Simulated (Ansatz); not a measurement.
# NH (triplet): wave-function methods side by side, cc-pVQZ

The task here is to estimate one member of a computed series from the others.

Method: cc-pVQZ, core rule «outside noble gas», up to 1 orbitals frozen; program: Ansatz 0.2.0, Gaussian basis.

The runs, in order: UHF; CCSD(T) on ROHF; CCSD(T) on UHF; BCCD(T) on ROHF; CISD; CASSCF and NEVPT2, 6 electrons in 5 orbitals.

12 further runs of the same task are left out: 3 that didn't finish, 9 set aside as unsound or not needed.

**What is computed**

The geometry is an MP2(full)/6-31G* stationary point (not a proven minimum).

2 atoms, charge 0, spin multiplicity 3.

Atoms are counted from 1 here; the program's logs count them from 0.

Bond lengths: N1–H2 1.039 Å.

Coordinates:

```xyz
2
HN
N     0.0000    0.0000    0.0000
H     0.0000    0.0000    1.0394
```

The first run:

The input, in.yaml:

```yaml
crystal:
  periodic: [false, false, false]
  atoms:
    - {symbol: N, position_ang: [0.000000, 0.000000, 0.000000]}
    - {symbol: H, position_ang: [0.000000, 0.000000, 1.039430]}
basis:
  gaussian: {orbitals: cc-pVQZ}
magnetization: {spin_polarized: true, initial_magnetization: 2}
hamiltonian: {xc: hf}
output: {orbitals: {seedname: orbitals}}
```

The run is started by

```
$ ansatz run in.yaml --threads 1 --pin off --events-out ev --progress --plain --max-ram 2502MiB
```

Steps of the session up to this table: UHF; CCSD(T) on ROHF; CCSD(T) on UHF; BCCD(T) on ROHF; CISD; CASSCF and NEVPT2, 6 electrons in 5 orbitals.

One of the session's tables, all rows but one given; the rest of the session is left out.

```
        method  from RCCSD(T) (kJ/mol)
          ROHF                  +465.5
           UHF                  +444.9
          RMP2                       ?
          UMP2                   +57.1
          CISD                   +20.9
         RCCSD                   +12.1
         UCCSD                   +11.5
      RCCSD(T)                       0
      UCCSD(T)                    -0.2
       BCCD(T)                     0.0
CASSCF valence                  +396.7
NEVPT2 valence                   +62.1
```

Q: Estimate the row for RMP2 from the others.

**Answer.** from RCCSD(T) (kJ/mol): +55.4. In the column «from RCCSD(T) (kJ/mol)» it lies between CISD (+20.9) and UMP2 (+57.1).

With the free atoms at the same levels and basis (separate runs), the atomisation energy is 3.534 eV at RCCSD(T), 3.532 eV at UCCSD(T), 2.097 eV at ROHF.

Caveats from the session: Restricted and unrestricted rows rest on different reference determinants; where their highest levels disagree by more than a few hundredths of an eV, they describe different states and don't form one ladder.
